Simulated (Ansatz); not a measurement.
Process, species as SMILES: FOF → F atom + [O]F (O-F)
B3LYP-D3(BJ)/def2-TZVP geometries, fixed; electronic energies without zero-point terms.

Basis-set convergence of the bond dissociation energy at B3LYP with Ansatz (a program for electronic structure). All functions are spherical. The program fits the integrals of some runs and decomposes those of others, by size. Open shells are unrestricted. No added dispersion term, no relativity. Functions are those of the species that has most. Reference: the value in aug-pcseg-3, 38.31 kcal/mol, itself unsure by roughly 0.11 kcal/mol (its mean distance from aug-cc-pVQZ, cc-pV5Z, def2-QZVPPD). Deviations are taken from unrounded values.

```tsv
basis	functions	bond dissociation energy (kcal/mol)
cc-pVDZ	42	37.58
aug-cc-pVDZ	69	37.32
def2-SVP	42	38.43
def2-SVPD	69	36.50
pcseg-1	42	35.71
aug-pcseg-1	69	37.30
6-311G**	54	35.44
6-311+G**	66	34.15
cc-pVTZ	90	38.50
aug-cc-pVTZ	138	38.30
pcseg-2	90	38.09
aug-pcseg-2	138	38.45
def2-TZVPP	93	37.95
def2-TZVPPD	120	37.88
cc-pVQZ	165	38.40
aug-cc-pVQZ	240	38.30
def2-QZVPP	171	38.01
def2-QZVPPD	198	38.07
pcseg-3	180	38.26
aug-pcseg-3	255	38.31
```

What the diffuse functions change, pair by pair:
- cc-pVDZ to aug-cc-pVDZ: 27 more functions, deviation -0.73 to -0.99 kcal/mol
- def2-SVP to def2-SVPD: 27 more functions, deviation 0.11 to -1.82 kcal/mol
- pcseg-1 to aug-pcseg-1: 27 more functions, deviation -2.61 to -1.01 kcal/mol
- 6-311G** to 6-311+G**: 12 more functions, deviation -2.87 to -4.16 kcal/mol
- cc-pVTZ to aug-cc-pVTZ: 48 more functions, deviation 0.18 to -0.01 kcal/mol
- pcseg-2 to aug-pcseg-2: 48 more functions, deviation -0.23 to 0.13 kcal/mol
- def2-TZVPP to def2-TZVPPD: 27 more functions, deviation -0.36 to -0.43 kcal/mol
- cc-pVQZ to aug-cc-pVQZ: 75 more functions, deviation 0.08 to -0.02 kcal/mol
- def2-QZVPP to def2-QZVPPD: 27 more functions, deviation -0.30 to -0.24 kcal/mol
- pcseg-3 to aug-pcseg-3: 75 more functions, deviation -0.06 to 0.00 kcal/mol

Leaving out the reference's own pair, they bring the value nearer the reference by more than 0.11 kcal/mol in 2 of 9 pairs.
